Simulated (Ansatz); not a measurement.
**How the Voigt–Reuss–Hill bulk modulus of hcp Zn moves with the method**

No measured value is used here.

Problem. Put these levels in order of the Voigt–Reuss–Hill bulk modulus that they give for hcp Zn, smallest first: PBE (Ansatz, a quantum-chemistry and plane-wave program), PBE-D3(BJ) (Ansatz), RPBE (Ansatz), r²SCAN+rVV10 (Ansatz).

Solution. RPBE (56.8 GPa), PBE (67.0 GPa), PBE-D3(BJ) (81.4 GPa), r²SCAN+rVV10 (85.5 GPa)

Unless a cell is named, each level is at its own relaxed cell (PBE 15.24, RPBE 15.97, PBE-D3(BJ) 14.30, r²SCAN+rVV10 14.21 Å³/atom).

PBE-D3(BJ): the dispersion coefficients are held fixed in the derivatives. Each level is taken at its own relaxed cell. Cutoffs differ between the levels. Ansatz's density-functional and Hartree–Fock values are scalar-relativistic unless marked +SOC, with PAW data made under PBE.
